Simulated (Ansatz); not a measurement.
Born–Oppenheimer molecular dynamics of CH4SSi (7 atoms, charge 0, multiplicity 1). It starts from a relaxed structure.

The calculation used UKS PBE0-D4/STO-3G in Ansatz 0.2.0.

| Item | Value |
| --- | --- |
| ensemble | NVT, Langevin thermostat |
| time step | 0.5 fs |
| steps asked | 311 |
| set temperature | 700 K |
| friction | 0.001 /fs |
| temperature schedule | 77 steps to 700 K, then 233 steps to 2100 K |
| seed | 795138 |

First frame:

```xyz
7
Properties=species:S:1:pos:R:3
Si -0.679 0.275 -0.287
C 0.984 -0.338 0.331
S 1.284 -1.705 1.129
H -1.591 -0.828 -0.460
H -0.515 0.970 -1.542
H -1.238 1.198 0.674
H 1.816 0.359 0.109
```

(1) What does the run give?

(2) What happens to the structure?

(3) How do temperature and energy run in time?

Results:

(1) All steps were run.

```
steps done                                               : 311
time covered                                             : 155.5 fs
mean temperature over the second half                    : 412 K
spread of the potential energy over the second half      : 12.2 meV per atom
mean potential energy of the second half above the start : 41.9 meV per atom
```

The schedule's set-point averaged 1640 K over the second half and the system 412 K, so it lags behind the ramp. A run of 0.16 ps of so small a system gives no equilibrium averages. Limits of this set-up: minimal basis.

(2) The same pairs are bonded in the first frame and the last. Pairs count as bonded within 1.25 times the sum of covalent radii (0.12 Å more for H–H). Another seed would give other details.

(3) 
| time (fs) | T (K) | potential energy less start (eV) |
| --- | --- | --- |
| 0.0 | 600 | 0.000 |
| 7.5 | 222 | 0.352 |
| 15.0 | 315 | 0.241 |
| 22.5 | 276 | 0.304 |
| 30.0 | 385 | 0.214 |
| 37.5 | 270 | 0.271 |
| 45.0 | 349 | 0.225 |
| 52.5 | 290 | 0.236 |
| 60.0 | 317 | 0.247 |
| 67.5 | 324 | 0.216 |
| 75.0 | 340 | 0.230 |
| 82.5 | 311 | 0.277 |
| 90.0 | 337 | 0.234 |
| 97.5 | 347 | 0.273 |
| 105.0 | 449 | 0.220 |
| 112.5 | 433 | 0.267 |
| 120.0 | 399 | 0.293 |
| 127.5 | 350 | 0.332 |
| 135.0 | 550 | 0.212 |
| 142.5 | 464 | 0.354 |
| 150.0 | 416 | 0.429 |

The run took 18 min on 1 thread of Intel(R) Xeon(R) Processor @ 2.50GHz (Skylake/Cascade Lake) (shared host), peak memory 0.11 GiB.
